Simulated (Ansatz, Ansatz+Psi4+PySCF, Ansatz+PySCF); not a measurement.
```xyz
3

C     0.4586    0.0218    0.0570
C    -0.7109   -0.0338   -0.0883
H     1.5139    0.0720    0.1881
```

Basis set: cc-pVTZ (spherical functions). Left uncorrelated: 2 orbitals. Correlation on ROHF uses semicanonical orbitals with singles. Charge 0, multiplicity 2.

Computed with Ansatz (development build ahead of 0.2.0); free ground-state atoms in the same class of orbitals, no zero-point energy, no relativity.

The atomization energy of doublet C2H from measured heats of formation, zero-point and thermal terms removed is 11.518 eV (G2/97 set, Curtiss et al., J. Chem. Phys. 106, 1063 (1997), as shipped with ASE); it holds spin-orbit and other relativistic effects.

How far do ROHF-CCSD(T), UHF-CCSD(T), ROHF-MP2, UHF-MP2 miss it in this basis?

```tsv
method	atomization energy (eV)	computed − measured (eV)
ROHF-CCSD(T)	11.018	-0.500
UHF-CCSD(T)	10.995	-0.523
ROHF-MP2	11.403	-0.115
UHF-MP2	11.011	-0.507
```

Caution for UHF-CCSD(T), UHF-MP2: large amplitudes, a single reference is doubtful; the unrestricted determinant is spin contaminated.
